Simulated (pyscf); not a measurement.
Substitution at C: H₃C–Zn–OH + CH₃• → H₃C–CH₃ + [HO–Zn]•

Gas phase, doublet surface, charge 0. Bonds broken: C1–Zn2. Bonds formed: C1–C8. PySCF, gas phase, ωB97X-D3(BJ)/def2-SVP geometries.

Transition state (Å):

```xyz
11

C     -0.9625     0.4304     0.0297
Zn     0.4138    -1.1365     0.7348
O      1.1762    -2.6247     1.4130
H     -0.6707     0.2861    -1.0104
H     -1.7891    -0.1456     0.4493
H     -0.4793     1.2034     0.6267
H      2.1396    -2.6414     1.3799
C     -2.3569     1.8277    -0.5927
H     -1.7721     2.6067    -1.0967
H     -3.0297     1.2827    -1.2660
H     -2.8452     2.1743     0.3261
```

One imaginary mode, 1097i cm⁻¹; descent along it reached the two sides named.

```
bond    change  reactant side (Å)  saddle  product side
------  ------  -----------------  ------  ------------
C1–Zn2  breaks              1.929   2.201           3.1
C1–C8    forms                3.6   2.070         1.527
```

Electronic energies relative to the separated reactants (eV):

| level | barrier | reaction energy | reverse barrier |
|---|---|---|---|
| ωB97X-D3(BJ)/def2-TZVP | 1.26 | -0.83 | 2.09 |
| PBE/def2-TZVP | 0.79 | -0.92 | 1.71 |
| r²SCAN/def2-TZVP | 1.03 | -0.75 | 1.78 |
| B3LYP-D3(BJ)/def2-TZVP | 0.98 | -0.91 | 1.88 |
| PBE0-D3(BJ)/def2-TZVP | 1.01 | -0.94 | 1.95 |
| M06-2X/def2-TZVP | 1.03 | -1.06 | 2.09 |
| ωB97M-D3(BJ)/def2-TZVP | 1.20 | -0.91 | 2.11 |
| HF/def2-TZVP | 1.84 | -0.95 | 2.78 |

With ωB97M-D3(BJ)/def2-TZVP energies and thermal terms (ideal gas, 1 atm, RRHO with modes under 100 cm⁻¹ raised to 100, one conformer, R ln 2 for chiral ones without a mode under 150 cm⁻¹), in eV:

```csv
T (K),ΔH‡,ΔG‡,ΔH,ΔG
298,1.29,1.70,-0.72,-0.65
600,1.29,2.12,-0.79,-0.56
900,1.31,2.53,-0.83,-0.44
1200,1.33,2.93,-0.85,-0.30
```

This is the saddle that the search found; another between the same sides may lie lower. The angle at the attacked C is 176°. Elements up to Kr have no core potential and no relativistic terms here.
